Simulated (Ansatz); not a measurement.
A made-up structure of CH3S2 (charge +1), closed shell:

C1  (-0.350, 0.053, -0.544)
S2  (1.054, -1.041, -0.489)
S3  (0.021, -0.425, 1.164)
H4  (-1.294, -0.365, -0.882)
H5  (-0.166, 1.101, -0.765)
H6  (-0.611, 0.030, -1.571)
(Å)

It is relaxed with PBE-D4/def2-SVP and then PBE0-D4/def2-TZVP (Ansatz 0.2.0). Atoms count as bonded within 1.22 times the sum of their covalent radii (H–H: 0.88 Å). The end point is not checked to be a true minimum.

(1) Does its bonding change? (A judgement: the text doesn't fix the answer.)

Results:

(1) Computed: Yes. Formed: S3–H4; broken: C1–H4.

Where it ends: The first stage lowers the energy by 3.32 eV in 20 steps. It ends as CH₃S₂ ([CH2]1[S][SH]1), total charge +1:
| atom | x (Å) | y (Å) | z (Å) |
| --- | --- | --- | --- |
| C1 | -0.0455 | 0.3469 | -0.9409 |
| S2 | 1.1248 | -0.8833 | -0.4048 |
| S3 | -0.5307 | -0.3397 | 0.6641 |
| H4 | -1.4364 | -1.2473 | 0.2124 |
| H5 | 0.2535 | 1.3881 | -0.8584 |
| H6 | -0.7119 | 0.0881 | -1.7592 |

Labels in which every atom is bracketed show which atoms are joined, not bond orders.

For scale, one of the runs: PBE0-D4/def2-TZVP relaxation, 123 basis functions, launched by `ansatz run in.yaml --threads 2 --pin off --events-out ev --progress --plain --max-ram 4352MiB`. The run took about 9.5 s on 2 CPU threads of an Intel Xeon Platinum 8488C (shared host).
